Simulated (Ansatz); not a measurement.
Basis-set extrapolation for `CCSC=O` (PBE0-D4/def2-TZVP geometry, frozen core, Ansatz 0.2.0). Multiplicity 1, RHF reference.

```csv
,def2-TZVPP,def2-QZVPP
HF,-589.574953,-589.595081
MP2 correlation,-0.916170,-0.982760
CCSD(T) correlation,-0.998394,not run
```

Energies in hartree. Use E(X) = E(∞) + A·exp(−7.88·√X) for Hartree–Fock and E(X) = E(∞) + B·X^(−2.97) for correlation, with X = 3 and 4, and add CCSD(T) minus MP2 of the smaller set to the MP2 limit.

**Question.** What is the CCSD(T) energy at the basis-set limit?

**Answer.** HF limit: -589.595081 + (-0.020128) × 0.13774 = -589.59785. MP2 limit: -0.982760 + (-0.066590) × 0.74074 = -1.03209. Higher-order term: -0.998394 − (-0.916170) = -0.08222. Total: -590.71216 hartree, 364.5 kJ/mol below CCSD(T)/def2-TZVPP.
